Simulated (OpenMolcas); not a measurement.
# A workflow on PH (SMILES [PH])

Aim: the energy (UHF/6-31G*), then the energy (CASSCF(2,2)/6-31G*), then the energy (CASPT2(2,2)/6-31G*), then a single-point energy (SC-NEVPT2(2,2)/6-31G*), then the energy (MRCI(2,2)/6-31G*) of PH. 

The results are computed with OpenMolcas 26.06.

## Step 1: The molecule

PH: 2 atoms, total charge 0, spin state triplet. As SMILES, `[PH]`. The coordinates come from a PBE0-D4/def2-TZVP relaxation.

Bond lengths: P1–H2 1.428 Å.

## Step 2: A single-point energy at UHF/6-31G(d) (spherical functions) (run 1)

The input, step1.input:

```
&GATEWAY
 BasLib
 $CurrDir
 Coord
 2
 bohr
 P      0.00000000     0.00000000    -0.02760890
 H      0.00000000     0.00000000     2.67146803
 Basis
 6-31Gs
 Group
 NoSym

&SEWARD

&SCF
 UHF
 Spin
 3
 Scramble
 0.25
 PrOrbitals
 1 1
```

The basis set 6-31G* is read from a file made from the Basis Set Exchange's data (not shown).

Launch:

```bash
$ export MOLCAS_MEM=1860
$ pymolcas step1.input > step1.log
```

Standard output:

```text
--- Start Module: gateway ---
[...]
--- Stop Module: gateway /rc=_RC_ALL_IS_WELL_ ---
--- Start Module: seward ---
[...]
      Basis functions           20
--- Stop Module: seward /rc=_RC_ALL_IS_WELL_ ---
--- Start Module: scf ---
[...]
       Convergence after  14 Iterations
[...]
::    Total SCF energy                               -341.2636319095
[...]
      Total spin, S                                     1.0065070405
[...]
      Total electronic charge=   16.000000
      Total            charge=   -0.000000
[...]
      Dipole Moment (debye):
      Origin of the operator (angstrom)=    0.0000    0.0000    0.0304
                   X= -3.4525E-06               Y=  1.2392E-07               Z=  6.7575E-01           Total=  6.7575E-01
      Quadrupole Moment (debye*angstrom):
[...]
--- Stop Module: scf /rc=_RC_ALL_IS_WELL_ ---
[...]
```

It took 1.4 s on 1 thread of AMD EPYC 9R45 (Zen 5), shared host; peak memory 0.37 GiB.

## Step 3: A single-point energy at CASSCF(2,2)/6-31G(d) (spherical functions) (run 2)

The input, step2.inp:

```
&GATEWAY
BASLIB = $CurrDir
COORD
2
bohr
P      0.00000000     0.00000000    -0.02760890
H      0.00000000     0.00000000     2.67146803
BASIS = 6-31Gs
GROUP = NoSym
&SEWARD
&RASSCF
FILEORB = $CurrDir/step1.UnaOrb
SPIN = 3
NACTEL = 2 0 0
INACTIVE = 7
RAS2 = 2
ORBLISTING = Nothing
ORBAPPEAR = Compact
```

The basis set 6-31G* is read from a file made from the Basis Set Exchange's data (not shown).

Launch:

```bash
$ export MOLCAS_MEM=1860
$ pymolcas step2.inp > step2.log
```

Standard output:

```text
--- Start Module: gateway ---
[...]
--- Stop Module: gateway /rc=_RC_ALL_IS_WELL_ ---
--- Start Module: seward ---
[...]
      Basis functions           20
--- Stop Module: seward /rc=_RC_ALL_IS_WELL_ ---
--- Start Module: rasscf ---
[...]
      Number of active orbitals                  2
[...]
      Spin quantum number                      1.0
[...]
      Active orbitals                            2
[...]
      Number of CSFs                             1
[...]
      Number of root(s) required                 1
[...]
      Convergence after  7 iterations
[...]
      printout of CI-coefficients larger than  0.05 for root  1
      energy=    -341.257829
      conf/sym  11     Coeff  Weight
             1  uu   1.00000 1.00000
      Natural orbitals and occupation numbers for root  1
      sym 1:   1.000000   1.000000
      ************************************************************************************************************************
      *                                                    Final results                                                     *
[...]
::    RASSCF root number  1 Total energy:   -341.25782859
[...]
      Total electronic charge=   16.000000
      Total            charge=   -0.000000
[...]
      Dipole Moment (debye):
      Origin of the operator (angstrom)=    0.0000    0.0000    0.0304
                   X= -3.6877E-05               Y= -7.5383E-06               Z=  6.5738E-01           Total=  6.5738E-01
      Quadrupole Moment (debye*angstrom):
[...]
--- Stop Module: rasscf /rc=_RC_ALL_IS_WELL_ ---
[...]
```

Wall time 1.4 s (1 thread of AMD EPYC 9R45 (Zen 5), shared host); peak memory 0.37 GiB.

## Step 4: A single-point energy at CASPT2(2,2)/6-31G(d) (spherical functions) (run 3)

The input, step3.input:

```
>>> EXPORT MOLCAS_PRINT=2
&GATEWAY
BASLIB
$CurrDir
COORD
2
bohr
P      0.00000000     0.00000000    -0.02760890
H      0.00000000     0.00000000     2.67146803
BASIS
6-31Gs
GROUP
NoSym
&SEWARD
&RASSCF
FILEORB
$CurrDir/step2.RasOrb
SPIN
3
NACTEL
2 0 0
INACTIVE
7
RAS2
2
ORBLISTING
Nothing
ORBAPPEAR
Compact
&CASPT2
IMAGINARY
0.1
FROZEN
5
```

The basis set 6-31G* is read from a file made from the Basis Set Exchange's data (not shown).

Launch:

```bash
$ export MOLCAS_MEM=1860
$ pymolcas step3.input > step3.log
```

Standard output:

```text
--- Start Module: gateway ---
[...]
--- Stop Module: gateway /rc=_RC_ALL_IS_WELL_ ---
[...]
      Basis functions           20
[...]
--- Start Module: rasscf ---
[...]
      Number of active orbitals                  2
[...]
      Spin quantum number                      1.0
[...]
      Active orbitals                            2
[...]
      Number of CSFs                             1
[...]
      Number of root(s) required                 1
[...]
      Convergence after  4 iterations
[...]
      printout of CI-coefficients larger than  0.05 for root  1
      energy=    -341.257829
      conf/sym  11     Coeff  Weight
             1  uu   1.00000 1.00000
      Natural orbitals and occupation numbers for root  1
      sym 1:   1.000000   1.000000
      ************************************************************************************************************************
      *                                                    Final results                                                     *
[...]
::    RASSCF root number  1 Total energy:   -341.25782859
[...]
      Total electronic charge=   16.000000
      Total            charge=   -0.000000
[...]
      Dipole Moment (debye):
      Origin of the operator (angstrom)=    0.0000    0.0000    0.0304
                   X= -1.4702E-05               Y= -3.0432E-06               Z=  6.5738E-01           Total=  6.5738E-01
      Quadrupole Moment (debye*angstrom):
[...]
--- Stop Module: rasscf /rc=_RC_ALL_IS_WELL_ ---
--- Start Module: caspt2 ---
[...]
      E2 (Variational):          -0.0737722522
      Total energy:            -341.3316008416
[...]
      Reference weight:           0.96598
[...]
::    CASPT2 Root  1     Total energy:   -341.33160084
[...]
--- Stop Module: caspt2 /rc=_RC_ALL_IS_WELL_ ---
[...]
```

It took 1.5 s on 1 thread of AMD EPYC 9R45 (Zen 5), shared host; peak memory 0.37 GiB.

## Step 5: The energy at SC-NEVPT2(2,2)/6-31G(d) (spherical functions) (run 4)

The input, step4.input:

```
* HP NEVPT2
>>> EXPORT MOLCAS_PRINT=2

&GATEWAY
  BasLib=$CurrDir
  Coord
  2
  bohr
  P      0.00000000     0.00000000    -0.02760890
  H      0.00000000     0.00000000     2.67146803
  Basis=6-31Gs
  Group=NoSym

&SEWARD

&RASSCF
  FileOrb=$CurrDir/step2.RasOrb
  Spin=3
  Nactel=2 0 0
  Inactive=7
  Ras2=2
  OrbListing=Nothing
  OrbAppear=Compact

&CASPT2
  SC-NEVPT2
  Frozen=5
```

The basis set 6-31G* is read from a file made from the Basis Set Exchange's data (not shown).

Launch:

```bash
$ export MOLCAS_MEM=1860
$ pymolcas step4.input > step4.log
```

Standard output:

```text
--- Start Module: gateway ---

                                              &GATEWAY

                       available to each process: 1.9 GB of memory, 1 thread

 Basis Set     1 Label: P.6-31GS
 Basis set is read from library:.
 basistype.tbl is not found

 Basis Set     2 Label: H.6-31GS
 Basis set is read from library:.
 basistype.tbl is not found

++    Symmetry information:
      ---------------------

                    Character Table for C1

[... 178 lines left out ...]
      Note: transformation to natural orbitals
[... 7 lines left out ...]
      Natural orbitals and occupation numbers for root  1
[... 20 lines left out ...]
      Final state energy(ies):
[... 60 lines left out ...]
      Natural orbitals for root   1 are written to the RASORB.1 file
[... 75 lines left out ...]
 Compute H0 matrices for state    1
[... 14 lines left out ...]
--- Stop Module: caspt2 /rc=-6 ---

.########################.
.# Non-zero return code #.
.########################.

    Timing: Wall=1.23 User=1.01 System=0.22
```

It took 1.4 s on 1 thread of AMD EPYC 9R45 (Zen 5), shared host; peak memory 0.37 GiB.

The program stopped with an error.

## Step 6: The energy at MRCI(2,2)/6-31G(d) (spherical functions) (run 5)

The input, step5.inp:

```
* HP MRCI
>>> EXPORT MOLCAS_PRINT=2

&GATEWAY
 BasLib=$CurrDir
 Coord
 2
 bohr
 P      0.00000000     0.00000000    -0.02760890
 H      0.00000000     0.00000000     2.67146803
 Basis=6-31Gs
 Group=NoSym

&SEWARD

&RASSCF
 FileOrb=$CurrDir/step2.RasOrb
 Spin=3
 Nactel=2 0 0
 Inactive=7
 Ras2=2
 OrbListing=Nothing
 OrbAppear=Compact

&MOTRA
 LumOrb
 Frozen=5

&GUGA
 Electrons=6
 Spin=3
 Inactive=2
 Active=2
 CIAll=1

&MRCI
 SDCI
```

The basis set 6-31G* is read from a file made from the Basis Set Exchange's data (not shown).

Launch:

```bash
$ export MOLCAS_MEM=1860
$ pymolcas step5.inp > step5.log
```

Standard output:

```text
--- Start Module: gateway ---
[...]
--- Stop Module: gateway /rc=_RC_ALL_IS_WELL_ ---
[...]
      Basis functions           20
[...]
      Number of active orbitals                  2
[...]
      Spin quantum number                      1.0
[...]
      Active orbitals                            2
[...]
      Number of CSFs                             1
[...]
      Number of root(s) required                 1
[...]
      Convergence after  4 iterations
[...]
      printout of CI-coefficients larger than  0.05 for root  1
      energy=    -341.257829
      conf/sym  11     Coeff  Weight
             1  uu   1.00000 1.00000
      Natural orbitals and occupation numbers for root  1
      sym 1:   1.000000   1.000000
      ************************************************************************************************************************
      *                                                    Final results                                                     *
[...]
::    RASSCF root number  1 Total energy:   -341.25782859
[...]
      Dipole Moment (debye):
      Origin of the operator (angstrom)=    0.0000    0.0000    0.0304
                   X= -1.4702E-05               Y= -3.0432E-06               Z=  6.5738E-01           Total=  6.5738E-01
      Quadrupole Moment (debye*angstrom):
[...]
--- Start Module: guga ---
[...]
--- Stop Module: guga /rc=_RC_ALL_IS_WELL_ ---
--- Start Module: mrci ---
[...]
       (But an ACPF correction will be computed)
       USE THE DEFAULT ACPF G-VALUE GFAC=  0.33333333333333331
[...]
                      CI ENERGY:  -341.34977669
[...]
                ACPF CORRECTION:    -0.00351213
[...]
      Total electronic charge=   16.000000
      Total            charge=    0.000000
[...]
     ACPF CORRECTION:     -0.00351213
[...]
  CI State   1     Total energy:   -341.34977669     QDav:     -0.00537076     QACPF:     -0.00351213
[...]
```

It took 1.5 s on 1 thread of AMD EPYC 9R45 (Zen 5), shared host; peak memory 0.37 GiB.

## Step 7: Outcome

| quantity | value |
| --- | --- |
| run 1, UHF/6-31G*: total energy | -341.26363 Eh |
| run 1, UHF/6-31G*: dipole moment | 0.68 D |
| run 1, UHF/6-31G*: HOMO energy (highest over α and β) | -10.48 eV |
| run 1, UHF/6-31G*: LUMO energy (lowest over α and β) | 1.36 eV |
| run 1, UHF/6-31G*: ⟨S²⟩ | 2.020 |
| run 2, CASSCF(2,2)/6-31G*: total energy | -341.25783 Eh |
| run 2, CASSCF(2,2)/6-31G*: dipole moment (CASSCF density) | 0.66 D |
| run 3, CASPT2(2,2)/6-31G*: total energy | -341.33160 Eh |
| run 3, CASPT2(2,2)/6-31G*: dipole moment (CASSCF density) | 0.66 D |
| run 5, MRCI(2,2)/6-31G*: total energy | -341.34978 Eh |
| run 5, MRCI(2,2)/6-31G*: dipole moment (CASSCF density) | 0.66 D |
| run 4, SC-NEVPT2(2,2)/6-31G* | no result (crashed) |

In words: 1 of the 5 runs did not end normally.
